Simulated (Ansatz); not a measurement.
Ansatz (a first-principles code) input (B3LYP/6-31G*):

Ansatz 0.2 input:
```yaml
crystal:
  periodic: [false, false, false]
  atoms:
    - {symbol: C, position_ang: [-0.10453020, 1.10564172, 0.00027444]}
    - {symbol: C, position_ang: [1.24086622, 1.12449044, 0.02319393]}
    - {symbol: Cl, position_ang: [-0.61497772, -0.92977461, -0.01218643]}
    - {symbol: H, position_ang: [1.95259977, 0.29627245, 0.03376271]}
    - {symbol: H, position_ang: [1.68400542, 2.12910300, 0.03259640]}
basis:
  gaussian:
    orbitals: 6-31G*
hamiltonian:
  xc: {name: B3LYP}
total_charge: -1
phonons: {temperatures: {t_min: 298.15, t_max: 298.15, t_step: 100}}
```

Question: Which harmonic wavenumbers does it give?

Answer: 264, 399, 662, 784, 964, 1356, 1602, 3047, 3123 cm⁻¹ (unscaled; negative means imaginary).
